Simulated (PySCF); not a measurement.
# Relaxation of singlet Mg₃

All numbers come from PBE0/[Mg def2-TZVP], no relativity, density fitting, PySCF. A (50,194) grid was used.

A hand-made linear chain start, of D∞h symmetry, held to at least that symmetry:

Coordinates in bohr (charge 0 multiplicity 1):
```
Mg    0.0000    0.0000    0.0000
Mg    0.0000    0.0000    5.3901
Mg    0.0000    0.0000   -5.3901
```

Optimiser trace:
```json
{"step": "0", "E − E(last) (kJ/mol)": "40.78", "largest gradient (Eh/bohr)": "0.01796"}
{"step": "1", "E − E(last) (kJ/mol)": "29.45", "largest gradient (Eh/bohr)": "0.01406"}
{"step": "2", "E − E(last) (kJ/mol)": "10.45", "largest gradient (Eh/bohr)": "0.00668"}
{"step": "3", "E − E(last) (kJ/mol)": "3.45", "largest gradient (Eh/bohr)": "0.00320"}
{"step": "4", "E − E(last) (kJ/mol)": "0.81", "largest gradient (Eh/bohr)": "0.00135"}
{"step": "5", "E − E(last) (kJ/mol)": "0.10", "largest gradient (Eh/bohr)": "0.00042"}
{"step": "6", "E − E(last) (kJ/mol)": "0.00", "largest gradient (Eh/bohr)": "0.00008"}
{"step": "7", "E − E(last) (kJ/mol)": "0.00", "largest gradient (Eh/bohr)": "0.00001"}
```

It ends at D∞h with Mg–Mg 3.511 Å (×2); Mg–Mg–Mg 180.0°. A frequency run shows a minimum.

Final geometry:
```xyz
3
charge 0 multiplicity 1, angstrom
Mg    0.0000    0.0000    0.0000
Mg    0.0000    0.0000    3.5110
Mg    0.0000    0.0000   -3.5110
```

The relaxation took 6.2 s on 2 threads of a shared Arm Neoverse V1 host, with 96 basis functions and 8 gradients.
